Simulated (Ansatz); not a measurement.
The input, for Ansatz 0.2.0:

```yaml
crystal:
  periodic: [false, false, false]
  atoms:
    - {symbol: B, position_ang: [0.000000, 0.000000, 1.314633]}
    - {symbol: Al, position_ang: [0.000000, 0.000000, -3.814367]}
    - {symbol: H, position_ang: [0.000000, 0.000000, 2.499733]}
basis:
  gaussian: {orbitals: 6-31G}
magnetization: {spin_polarized: false, initial_magnetization: 3}
correlation: {method: caspt2, electrons: all}
accuracy: high
output: {forces: true}
```

```sh
$ ansatz run in.yaml --threads 1 --pin off --events-out ev --progress --plain --max-ram 2393MiB
```

Problem. One thing in this input was set wrong on purpose, beside settings that are merely unusual. What is the gravest fault, and what does the program do?

Solution. A method name that the input doesn't accept. How the run ends: refused.
```
Error: YAML parse error: error: line 10 column 23: unknown variant `caspt2`, expected one of mp2, rpa, ccsd, ccsd_t, bccd, bccd_t, ccsdt, ccsdt_q, ccsdt_q_b, ccsdtq, fci, sc_nevpt2, fic_nevpt4_sd, fic_mrcisd_q, fic_mrcisd_q_relaxed
  --> <input>:10:23
   |
 8 |   gaussian: {orbitals: 6-31G}
 9 | magnetization: {spin_polarized: false, initial_magnetization: 3}
10 | correlation: {method: caspt2, electrons: all}
   |                       ^ unknown variant `caspt2`, expected one of mp2, rpa, ccsd, ccsd_t, bccd, bccd_t, ccsdt, ccsdt_q, ccsdt_q_b, ccsdtq, fci, sc_nevpt2, fic_nevpt4_sd, fic_mrcisd_q, fic_mrcisd_q_relaxed
11 | accuracy: high
12 | output: {forces: true}
   |
```
